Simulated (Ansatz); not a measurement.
Worked example: correlation energy of Se, triplet

A free Se atom.

Basis def2-TZVPP; Ansatz 0.2.0. Only valence electrons are correlated (noble-gas cores and the filled d shells of p-block atoms frozen), which leaves 6 electrons in 34 orbitals. R marks a restricted (for open shells ROHF) determinant, U an unrestricted one. No spin–orbit coupling is included, and no scalar relativity.

Full CI isn't at hand for all of this; UCCSDT(Q) serves as the reference, and is uncertain by about the last step of the cluster series.

Runs differ by some tens of microhartree through their thresholds and, for an open shell, their frozen cores, so steps under 0.03 kcal/mol mean nothing.

| level | total energy (hartree) |
| --- | --- |
| UHF | -2399.827191 |
| UMP2 | -2399.927308 |
| UCCSD | -2399.946299 |
| UCCSD(T) | -2399.949971 |
| UCCSDT | -2399.950582 |
| UCCSDT(Q) | -2399.950665 |

Question: What is the correlation energy at UCCSDT(Q), and what share of it do UMP2 and UCCSD recover?

Answer: E(corr) = -2399.950665 − (-2399.827191) = -0.123474 hartree = -3.360 eV. UMP2: -0.100117 / -0.123474 = 81.08 %. UCCSD: -0.119108 / -0.123474 = 96.46 %.

Question: By how many kcal/mol does UCCSD(T) miss UCCSDT(Q) (1 hartree = 627.509 kcal/mol), and which steps make up the rest?

Answer: -2399.949971 − (-2399.950665) = 0.000694 hartree = 0.44 kcal/mol. Steps: UCCSDT − UCCSD(T) = -0.38, UCCSDT(Q) − UCCSDT = -0.05 kcal/mol. That is within 1 kcal/mol of the reference in this basis, which itself misses far more of the correlation at the basis-set limit.
